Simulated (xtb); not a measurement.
Level of theory: GFN2-xTB (xtb).

```
xtb start.xyz --ohess tight --gfn 2 --chrg 0 --uhf 0 --iterations 400

# start.xyz
12

C      1.938328    -0.034751    -0.394466
C      0.879334    -0.053726     0.391955
C     -0.422962     0.613070     0.082219
C     -1.562940    -0.403716     0.027676
H      2.855249    -0.535795    -0.133966
H      1.934250     0.489657    -1.336421
H      0.907847    -0.591082     1.331714
H     -0.351964     1.139515    -0.871392
H     -0.641071     1.349230     0.861795
H     -1.653765    -0.926743     0.977285
H     -1.375379    -1.138628    -0.752062
H     -2.506927     0.092968    -0.184337
```

Output:

```
[...]
         :::::::::::::::::::::::::::::::::::::::::::::::::::::
         ::                     SUMMARY                     ::
         :::::::::::::::::::::::::::::::::::::::::::::::::::::
         :: total energy             -12.606050204448 Eh    ::
         :: gradient norm              0.000128560071 Eh/a0 ::
         :: HOMO-LUMO gap              5.436395083111 eV    ::
         ::.................................................::
         :: SCC energy               -12.828519966258 Eh    ::
         :: -> isotropic ES            0.002487440837 Eh    ::
         :: -> anisotropic ES          0.003869451862 Eh    ::
         :: -> anisotropic XC          0.010411569135 Eh    ::
         :: -> dispersion             -0.005268390884 Eh    ::
         :: repulsion energy           0.222469761809 Eh    ::
         :: add. restraining           0.000000000000 Eh    ::
         :: total charge              -0.000000000000 e     ::
         :::::::::::::::::::::::::::::::::::::::::::::::::::::

           -------------------------------------------------
          |                Numerical Hessian                |
           -------------------------------------------------
step length          :   0.00500
SCC accuracy         :   0.30000
Hessian scale factor :   1.00000
frozen atoms in %    :   0.00000    0
RMS gradient         :   0.00013
estimated CPU  time      0.01 min
estimated wall time      0.01 min

writing file <hessian>.

 projected vibrational frequencies (cm⁻¹)
eigval :       -0.00    -0.00    -0.00     0.00     0.00     0.00
eigval :       81.73   214.08   312.96   429.26   637.95   824.74
eigval :      893.81   900.62   980.66  1023.44  1069.20  1086.64
eigval :     1180.96  1243.48  1282.01  1325.33  1410.02  1419.25
eigval :     1479.94  1501.32  1505.84  1722.46  2948.07  2985.85
eigval :     3031.65  3033.59  3038.81  3050.20  3096.24  3121.77
           -------------------------------------------------
          |                Property Printout                |
           -------------------------------------------------

    * Orbital Energies and Occupations

         #    Occupation            Energy/Eh            Energy/eV
      -------------------------------------------------------------
         1        2.0000           -0.6208782             -16.8950
         2        2.0000           -0.6012022             -16.3595
         3        2.0000           -0.5689090             -15.4808
         4        2.0000           -0.5419611             -14.7475
         5        2.0000           -0.5104302             -13.8895
         6        2.0000           -0.4929343             -13.4134
         7        2.0000           -0.4861587             -13.2291
         8        2.0000           -0.4615415             -12.5592
         9        2.0000           -0.4518128             -12.2945
        10        2.0000           -0.4321481             -11.7593
        11        2.0000           -0.4231869             -11.5155
        12        2.0000           -0.3975833             -10.8188 (HOMO)
        13                         -0.1977995              -5.3824 (LUMO)
        14                          0.1102517               3.0001
        15                          0.1284023               3.4940
        16                          0.1384446               3.7673
        17                          0.1685348               4.5861
        18                          0.1794641               4.8835
        19                          0.1995054               5.4288
        20                          0.2094000               5.6981
        21                          0.2570746               6.9954
        22                          0.2780376               7.5658
        23                          0.4295746              11.6893
        24                          0.6297057              17.1352
      -------------------------------------------------------------
                  HL-Gap            0.1997838 Eh            5.4364 eV
             Fermi-level           -0.2976914 Eh           -8.1006 eV

     #   Z          covCN         q      C6AA      α(0)
     1   6 C        2.837    -0.095    30.385     9.033
     2   6 C        2.888    -0.027    28.684     8.781
     3   6 C        3.805    -0.053    21.526     6.605
     4   6 C        3.753    -0.098    22.438     6.755
     5   1 H        0.926     0.032     2.554     2.499
     6   1 H        0.926     0.034     2.530     2.487
     7   1 H        0.925     0.030     2.580     2.512
     8   1 H        0.924     0.036     2.503     2.474
     9   1 H        0.924     0.037     2.486     2.466
    10   1 H        0.925     0.035     2.511     2.478
    11   1 H        0.925     0.035     2.518     2.481
    12   1 H        0.925     0.034     2.529     2.487

 Mol. C6AA /au·bohr⁶  :       1083.419647
 Mol. C8AA /au·bohr⁸  :      23368.116531
 Mol. α(0) /au        :         51.058391

Wiberg/Mayer (AO) data.
largest (>0.10) Wiberg bond orders for each atom

 ---------------------------------------------------------------------------
     #   Z sym  total        # sym  WBO       # sym  WBO       # sym  WBO
 ---------------------------------------------------------------------------
     1   6 C    3.992 --     2 C    1.980     5 H    0.977     6 H    0.976
     2   6 C    3.991 --     1 C    1.980     3 C    1.027     7 H    0.967
     3   6 C    3.998 --     2 C    1.027     4 C    1.004     8 H    0.977
                             9 H    0.963
     4   6 C    3.997 --     3 C    1.004    11 H    0.989    10 H    0.988
                            12 H    0.987
     5   1 H    0.999 --     1 C    0.977
     6   1 H    0.999 --     1 C    0.976
     7   1 H    0.999 --     2 C    0.967
     8   1 H    0.999 --     3 C    0.977
     9   1 H    0.999 --     3 C    0.963
    10   1 H    0.999 --     4 C    0.988
    11   1 H    0.999 --     4 C    0.989
    12   1 H    0.998 --     4 C    0.987
 ---------------------------------------------------------------------------

Topologies differ in total number of bonds
Writing topology from bond orders to xtbtopo.mol

molecular dipole:
                 x           y           z       tot (Debye)
 q only:       -0.142       0.029       0.025
   full:       -0.153       0.026       0.035       0.406
molecular quadrupole (traceless):
                xx          xy          yy          xz          yz          zz
 q only:       -0.038      -0.106      -0.043      -0.047      -0.222       0.081
  q+dip:       -0.119      -0.985      -0.970      -0.690      -1.112       1.089
Molecule has no symmetry elements
It seems to be the C1 point group
   full:       -0.214      -0.514      -0.385      -0.256      -0.601       0.599

           -------------------------------------------------
          |                Geometry Summary                 |
           -------------------------------------------------

      molecular mass/u    :       56.1064696
   center of mass at/Å    :        0.1631130       0.0237038       0.0210580
  moments of inertia/u·Å² :        0.2234487E+02   0.1192136E+03   0.1222980E+03
rotational constants/cm⁻¹ :        0.7544297E+00   0.1414069E+00   0.1378407E+00

 * 10 selected distances

     #   Z          #   Z                                           value/Å
     1   6 C        2   6 C                                       1.3191992
     3   6 C        4   6 C                                       1.5285218 (max)
     1   6 C        5   1 H                                       1.0768703 (min)
     1   6 C        6   1 H                                       1.0781001
     2   6 C        7   1 H                                       1.0829181
     3   6 C        8   1 H                                       1.0915856
     3   6 C        9   1 H                                       1.0941856
     4   6 C       10   1 H                                       1.0879172
     4   6 C       11   1 H                                       1.0877805
     4   6 C       12   1 H                                       1.0875459

 * 2 distinct bonds (by element types)

   Z      Z             #   av. dist./Å        max./Å        min./Å
   1 H    6 C           8     1.0858629     1.0941856     1.0768703
   6 C    6 C           2     1.4238605     1.5285218     1.3191992

           -------------------------------------------------
          |               Frequency Printout                |
           -------------------------------------------------
 projected vibrational frequencies (cm⁻¹)
eigval :       -0.00    -0.00    -0.00     0.00     0.00     0.00
eigval :       81.73   214.08   312.96   429.26   637.95   824.74
eigval :      893.81   900.62   980.66  1023.44  1069.20  1086.64
eigval :     1180.96  1243.48  1282.01  1325.33  1410.02  1419.25
eigval :     1479.94  1501.32  1505.84  1722.46  2948.07  2985.85
eigval :     3031.65  3033.59  3038.81  3050.20  3096.24  3121.77
 reduced masses (amu)
   1:  9.52   2:  8.99   3:  9.73   4:  7.22   5:  9.99   6:  9.90   7:  7.66   8:  1.73
   9:  6.50  10:  7.18  11:  5.41  12:  2.61  13:  4.93  14:  5.28  15:  2.79  16:  1.76
  17:  6.27  18:  7.59  19:  7.13  20:  2.97  21:  3.12  22:  4.19  23:  3.02  24:  2.43
  25:  2.01  26:  1.54  27:  1.60  28: 11.21  29:  1.79  30:  1.65  31:  1.94  32:  1.93
  33:  1.29  34:  1.82  35:  1.55  36:  2.07
 IR intensities (km·mol⁻¹)
   1:  0.04   2:  0.01   3:  0.02   4:  0.04   5:  0.01   6:  0.00   7:  0.09   8:  0.07
   9:  0.59  10:  0.24  11:  1.40  12:  8.72  13:  9.42  14:  7.21  15:  5.98  16: 13.33
  17:  0.79  18:  2.76  19:  0.69  20:  0.63  21:  2.48  22:  0.04  23:  0.52  24:  1.79
  25:  0.32  26:  2.62  27:  2.15  28: 12.52  29: 40.34  30: 26.86  31: 34.48  32: 47.01
  33: 24.81  34: 57.96  35: 24.92  36: 61.11
 Raman intensities (Ä⁴*amu⁻¹)
   1:  0.00   2:  0.00   3:  0.00   4:  0.00   5:  0.00   6:  0.00   7:  0.00   8:  0.00
   9:  0.00  10:  0.00  11:  0.00  12:  0.00  13:  0.00  14:  0.00  15:  0.00  16:  0.00
  17:  0.00  18:  0.00  19:  0.00  20:  0.00  21:  0.00  22:  0.00  23:  0.00  24:  0.00
  25:  0.00  26:  0.00  27:  0.00  28:  0.00  29:  0.00  30:  0.00  31:  0.00  32:  0.00
  33:  0.00  34:  0.00  35:  0.00  36:  0.00
 output can be read by thermo (or use thermo option).
 writing <g98.out> molden fake output.
 recommended (thermochemical) frequency scaling factor: 1.0
           -------------------------------------------------
          |             Thermodynamic Functions             |
           -------------------------------------------------

c1  symmetry found (for desy threshold:  0.10E+00) used in thermo

          ...................................................
          :                      SETUP                      :
          :.................................................:
          :  # frequencies                          30      :
          :  # imaginary freq.                       0      :
          :  linear?                             false      :
          :  only rotor calc.                    false      :
          :  symmetry                               c1      :
          :  rotational number                       1      :
          :  scaling factor                  1.0000000      :
          :  rotor cutoff                   50.0000000 cm⁻¹ :
          :  imag. cutoff                  -20.0000000 cm⁻¹ :
          :.................................................:

    mode    ω/cm⁻¹     T·S(HO)/kcal·mol⁻¹    T·S(FR)/kcal·mol⁻¹   T·S(vib)
   ------------------------------------------------------------------------
       1     81.73    -1.14756 ( 87.71%)    -0.91029 ( 12.29%)    -1.11841
       2    214.08    -0.59887 ( 99.70%)    -0.62546 (  0.30%)    -0.59895
   ------------------------------------------------------------------------

   temp. (K)  partition function   enthalpy   heat capacity  entropy
                                   cal/mol     cal/K/mol   cal/K/mol   J/K/mol
 298.15  VIB   8.00                 1587.237     11.790      9.358
         ROT  0.436E+05              888.752      2.981     24.210
         INT  0.349E+06             2475.989     14.771     33.569
         TR   0.407E+27             1481.254      4.968     37.978
         TOT                        3957.2432    19.7392    71.5468   299.3516

       T/K    H(0)-H(T)+PV         H(T)/Eh          T*S/Eh         G(T)/Eh
   ------------------------------------------------------------------------
    298.15    0.630627E-02    0.112997E+00    0.339942E-01    0.790030E-01
   ------------------------------------------------------------------------

         :::::::::::::::::::::::::::::::::::::::::::::::::::::
         ::                  THERMODYNAMIC                  ::
         :::::::::::::::::::::::::::::::::::::::::::::::::::::
         :: total free energy         -12.527047243858 Eh   ::
         ::.................................................::
         :: total energy              -12.606050204448 Eh   ::
         :: zero point energy           0.106690866069 Eh   ::
         :: G(RRHO) w/o ZPVE           -0.027687905479 Eh   ::
         :: G(RRHO) contrib.            0.079002960590 Eh   ::
         :::::::::::::::::::::::::::::::::::::::::::::::::::::

optimized geometry written to: xtbopt.xyz

           -------------------------------------------------
          | TOTAL ENERGY              -12.606050204448 Eh   |
          | TOTAL ENTHALPY            -12.493053070006 Eh   |
          | TOTAL FREE ENERGY         -12.527047243858 Eh   |
          | GRADIENT NORM               0.000128559668 Eh/α |
          | HOMO-LUMO GAP               5.436395051381 eV   |
           -------------------------------------------------

------------------------------------------------------------------------
```

Cost: about 0.4 core-seconds (a rough figure).
